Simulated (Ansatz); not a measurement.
Geometry optimisation, UKS PBE0/def2-SVP (Ansatz).

Input file:

```yaml
crystal:
  periodic: [false, false, false]
  atoms:
    - { symbol: O, position_ang: [-0.336, 1.2698, -0.4543] }
    - { symbol: Mg, position_ang: [-0.1412, -0.6155, 0.0139] }
    - { symbol: F, position_ang: [0.072, -2.5006, 0.4725] }
    - { symbol: H, position_ang: [0.4607, 1.7859, -0.0525] }
magnetization:
  spin_polarized: true
basis:
  gaussian: { orbitals: def2-SVP }
hamiltonian:
  xc: pbe0
relax:
  f_tol: 0.02
  max_steps: 40
output:
  orbitals: {}
```

Command:

```bash
$ ansatz run input.yaml --threads 1 --pin off --max-ram 2048MiB --backend cpu --events-out ev --progress --plain --runs-dir out
```

Question: Where does it end, and by what steps?

Answer: The run converged. After 13 steps the energy has fallen by 0.692 eV; O1 moved furthest, 0.54 Å.

| step | energy less start (eV) | largest force component (eV/Å) | accepted |
| --- | --- | --- | --- |
| 0 | 0.0000 | 2.690 | yes |
| 1 | -0.4698 | 1.434 | yes |
| 2 | -0.6026 | 0.590 | yes |
| 3 | -0.6243 | 0.202 | yes |
| 4 | -0.6494 | 0.714 | yes |
| 5 | -0.6512 | 0.988 | yes |
| 6 | -0.6512 | 1.005 | yes |
| 7 | -0.6167 | 2.681 | no |
| 8 | -0.5301 | 2.042 | no |
| 9 | -0.6681 | 0.578 | yes |
| 10 | -0.6737 | 1.014 | yes |
| 11 | -0.6908 | 0.157 | yes |
| 12 | -0.6924 | 0.020 | yes |
| 13 | -0.6925 | 0.001 | yes |

```xyz
4
Properties=species:S:1:pos:R:3
O 0.059 1.050 -0.168
Mg -0.020 -0.681 0.093
F -0.101 -2.419 0.355
H 0.117 1.989 -0.300
```

The run took 32 s on 1 thread of Intel(R) Xeon(R) Platinum 8259CL CPU @ 2.50GHz (Skylake/Cascade Lake) (shared host), peak memory 0.15 GiB.
